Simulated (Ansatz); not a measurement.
Ideal-gas functions of AlH$_{2}$S$_{2}$ (`[SH][Al][SH]`) radical at 600 K and 1 bar, from an Ansatz frequency run at PBE0-D4/def2-TZVP.

Molar mass 93.13 g/mol, point group Cs (symmetry number 1), electronic degeneracy 2, moments of inertia 28.555, 232.176, 260.731 u Å². Harmonic wavenumbers (cm⁻¹, unscaled): 129, 161, 251, 419, 519, 584, 665, 2692, 2711.

Use S(trans) = R[1.5 ln M + 2.5 ln T − 1.1517]; rotational temperatures θ = 24.2544 K / I; S(rot) = R[ln(√π/σ · √(T³/θAθBθC)) + 1.5]; for each mode x = 1.438777 ν̃/T, S = R[x/(eˣ − 1) − ln(1 − e⁻ˣ)] and H = RT x/(eˣ − 1); 1 cm⁻¹ = 0.0119627 kJ/mol; R = 8.31446 J/(mol·K).

Question: By hand: the entropy, in J/(mol·K).

Answer: Translation 179.9. Rotation: θ = 0.8494, 0.1045, 0.093 K, giving 117.0. Vibration, mode by mode: 18.10, 16.28, 12.66, 8.62, 7.01, 6.16, 5.26, 0.10, 0.09, in all 74.3. Electronic 5.8. Sum 377.0 J/(mol·K).

Question: By hand: H − E and G − E in kJ/mol, counted from the electronic energy.

Answer: Zero-point energy ½ × 8131 × 0.0119627 = 48.6; thermal vibration 21.8; translation, rotation and pV give 4 RT = 20.0. H − E = 90.4 kJ/mol, and G − E = 90.4 − 600 × 377.0/1000 = -135.8 kJ/mol.

Vibration gives 20 % of the entropy, 18.1 J/(mol·K) of it from the mode under 150 cm⁻¹: soft modes count most, and the harmonic formula is weakest for them. The sum counts one conformer and one mirror image; others add a mixing term.
